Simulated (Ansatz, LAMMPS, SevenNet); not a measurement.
Ladder of methods for the transverse phonon frequency at L of fcc Al

Reference value: 140 cm⁻¹ (measured, temperature not stated, not corrected to a static lattice; as tabulated in Savrasov and Savrasov (1996), arXiv:cond-mat/9604124).

```json
[
 {"level (code)": "Lennard-Jones jacobson2022 (LAMMPS)", "value (cm⁻¹)": "307", "cell (Å³/atom)": "16.48"},
 {"level (code)": "SevenNet-0 (SevenNet)", "value (cm⁻¹)": "[?]", "cell (Å³/atom)": "16.46"},
 {"level (code)": "r²SCAN (Ansatz)", "value (cm⁻¹)": "161", "cell (Å³/atom)": "15.90"}
]
```

Problem. Complete the blanks.

Solution. 
- SevenNet-0 (SevenNet), value (cm⁻¹): 139

Differences against the reference: Lennard-Jones jacobson2022 +119 %, SevenNet-0 -0.7 %, r²SCAN +15.0 %.

The best agreement in this table is that of SevenNet-0 (-0.7 %). Farthest off: Lennard-Jones jacobson2022 (+119 %). Of these only SevenNet-0 lands within 5 %.

The measured value isn't corrected to a static lattice, so vibrations enter the comparison.  Each level is taken at its own relaxed cell. Ansatz's density-functional and Hartree–Fock values are scalar-relativistic unless marked +SOC, with PAW data made under PBE.

Empirical potentials (Lennard-Jones jacobson2022) are fitted to chosen data, which need not cover the solid at hand: agreement can be built in, and what lay outside the fit can be far off. Machine-learned potentials (SevenNet-0) are trained on DFT data, which may include these solids.

Differences are worked out from the printed values.

Ansatz is a program for electronic structure.
